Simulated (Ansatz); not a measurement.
Basis-set extrapolation for `[BH3-][SH2+]` (PBE0-D4/def2-TZVP geometry, frozen core, Ansatz). Multiplicity 1, RHF reference.

|  | def2-TZVPP | def2-QZVPP |
| --- | --- | --- |
| HF | -425.109881 | -425.123028 |
| MP2 correlation | -0.327720 | -0.351199 |
| CCSD(T) correlation | -0.382271 | not run |

Energies in hartree. Use E(X) = E(∞) + A·exp(−7.88·√X) for Hartree–Fock and E(X) = E(∞) + B·X^(−2.97) for correlation, with X = 3 and 4, and add CCSD(T) minus MP2 of the smaller set to the MP2 limit.

**Question.** What is the CCSD(T) energy at the basis-set limit?

**Answer.** HF limit: -425.123028 + (-0.013147) × 0.13774 = -425.12484. MP2 limit: -0.351199 + (-0.023479) × 0.74074 = -0.36859. Higher-order term: -0.382271 − (-0.327720) = -0.05455. Total: -425.54798 hartree, 35.0 kcal/mol below CCSD(T)/def2-TZVPP.
